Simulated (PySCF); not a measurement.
## HCN: breathing scan

All numbers come from PBE0 in PySCF with C def2-TZVP, N def2-TZVP, H def2-TZVP; no relativity; density-fitted integrals.

Rigid scan from the singlet minimum (C–H 1.069 Å, C–N 1.146 Å; H–C–N 180.0°). Coordinate: all bonds to the central atom scaled together. Energies in kJ/mol from the minimum.

| scale of all bonds to the centre | E (kJ/mol) | dipole size (D) |
| --- | --- | --- |
| 0.88 | 195.7 | 2.88 |
| 0.92 | 78.6 | 2.93 |
| 0.96 | 17.8 | 2.98 |
| 1.00 | 0.0 | 3.03 |
| 1.04 | 14.7 | 3.08 |
| 1.08 | 53.8 | 3.13 |
| 1.14 | 144.1 | 3.19 |
| 1.22 | 299.9 | 3.27 |
| 1.35 | 583.2 | 3.36 |

At long bonds a restricted determinant can lie too high, and another spin state can fall below this curve.

The scan took roughly 22 core-seconds on a shared host.
